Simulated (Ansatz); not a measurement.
The input, for Ansatz 0.2.0:

```yaml
crystal:
  periodic: [false, false, false]
  atoms:
    - {symbol: Al, position_ang: [0.000000, 0.000000, 2.199700]}
    - {symbol: P, position_ang: [0.000000, 0.000000, 0.000000]}
    - {symbol: Al, position_ang: [0.000000, 0.000000, -2.199700]}
basis:
  gaussian: {orbitals: STO-3G}
magnetization: {spin_polarized: false, initial_magnetization: 1}
correlation: {method: fic_mrcisd_q, electrons: all, active_space: {window: {electrons: 11, orbitals: 6}, states: [{multiplicity: 2, weights: [1, 0.5, 1, 1]}]}}
scf: {lower_state_search: full}
```

```sh
$ ansatz run in.yaml --threads 1 --pin off --events-out ev --progress --plain --max-ram 2393MiB
```

Problem. Roughly how long does this take on 1 thread of Arm Neoverse V1, shared host, and how much host memory?

Solution. 3.9 s wall and 0.11 GiB.

```
465 factors; integrals over basis functions are off by at most 2.8e-8 eV
mean field evaluation 1: about -22166.2053 eV, gradient 2.4e1 eV
mean field evaluation 2: about -22166.2194 eV, gradient 2.4e1 eV
mean field evaluation 4: about -22169.8182 eV, gradient 4.8e-1 eV
mean field evaluation 8: about -22169.8187 eV, gradient 2.5e-6 eV
mean field evaluation 16: about -22170.5477 eV, gradient 2.1e0 eV
mean field evaluation 32: about -22169.8187 eV, gradient 5.5e-2 eV
mean field evaluation 64: about -22171.5448 eV, gradient 3.4e-3 eV
mean field evaluation 96: about -22171.5448 eV, gradient 2.4e-5 eV
mean field evaluation 128: about -22171.5361 eV, gradient 3.9e-1 eV
mean field evaluation 160: about -22125.6642 eV, gradient 7.8e1 eV
mean field -22171.54476769 eV, -814.7892417997 hartree, gradient 4.6e-6 eV, S^2 0.750000; 15 other end points of the search recorded, 0 dependent functions left out
reference -22171.54476769 eV, -814.7892417997 hartree; 21, 20 occupied and 6, 7 virtual orbitals, 465 factors
state -22171.18129083 eV, -814.7758842717 hartree
state -22171.17482745 eV, -814.7756467468 hartree
state -22169.76869887 eV, -814.7239724744 hartree
state -22165.19408466 eV, -814.5558585032 hartree
...
state -22171.18129083 eV, -814.7758842717 hartree; corrected -22174.48721531 eV, -814.8973747554 hartree
...
state -22171.17482745 eV, -814.7756467468 hartree; corrected -22174.48543607 eV, -814.8973093695 hartree
...
state -22169.76869887 eV, -814.7239724744 hartree; corrected -22173.90674497 eV, -814.8760428639 hartree
...
contracted CI cycle   3: correlation -5.23665797 eV, -0.1924436308 hartree, residual 1.45e0 eV
contracted CI cycle   4: correlation -5.31856778 eV, -0.1954537610 hartree, residual 5.93e-1 eV
contracted CI cycle   5: correlation -5.32990158 eV, -0.1958702704 hartree, residual 2.73e-1 eV
contracted CI cycle   6: correlation -5.33151252 eV, -0.1959294713 hartree, residual 9.82e-2 eV
contracted CI cycle   7: correlation -5.33164752 eV, -0.1959344323 hartree, residual 2.55e-2 eV
contracted CI cycle   8: correlation -5.33165668 eV, -0.1959347692 hartree, residual 6.48e-3 eV
contracted CI cycle   9: correlation -5.33165759 eV, -0.1959348025 hartree, residual 2.60e-3 eV
contracted CI cycle  10: correlation -5.33165773 eV, -0.1959348077 hartree, residual 1.27e-3 eV
contracted CI cycle  11: correlation -5.33165777 eV, -0.1959348093 hartree, residual 6.17e-4 eV
contracted CI cycle  12: correlation -5.33165779 eV, -0.1959348097 hartree, residual 3.94e-4 eV
state -22165.19408466 eV, -814.5558585032 hartree; corrected -22173.04500792 eV, -814.8443746115 hartree
Total energy: -22173.90905321 eV, -814.8761276902 hartree
```

The total printed last is the weighted mean of the 4 states, 0.578 eV above the lowest of them, and is no single state's energy.
